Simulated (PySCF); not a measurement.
# How the method moves the adiabatic energies of losing or gaining an electron of sulfur oxide

Structure: `[O][S]` (OS). The parent is a triplet.

All levels share the PBE0-D3(BJ)/ma-def2-SVP structures and the PBE0-D3(BJ)/ma-def2-SVP thermal terms; only the single-point energies (PySCF) change. Values are adiabatic energies of losing or gaining an electron (0 K, eV).

Measured (NIST Chemistry WebBook): adiabatic ionisation energy 10.29 eV; adiabatic electron affinity 1.12 eV.

| level | electron affinity to the radical anion | ionisation energy to the radical cation | time |
| --- | --- | --- | --- |
| M06-2X/6-31G* (grid 3, conv 1e-10, max cycle 100) | 0.60 | 10.48 | 12 s |
| TPSSh-D3(BJ)/6-31+G* (grid 3) | 1.15 | 10.59 | 9.6 s |
| ωB97X-D3(BJ)/ma-def2-TZVP | 1.17 | 10.55 | – |
| ωB97X-D3(BJ)/def2-SVPD | 1.35 | 10.76 | 7.3 s |

Times are wall times for all single points of a level on 1 thread of Arm Neoverse V2, a shared host; the dash marks the run that also made the structures.

The widest spread is that of electron affinity to the radical anion: 0.75 eV, from 0.60 to 1.35.

Bases without diffuse functions serve anions poorly.
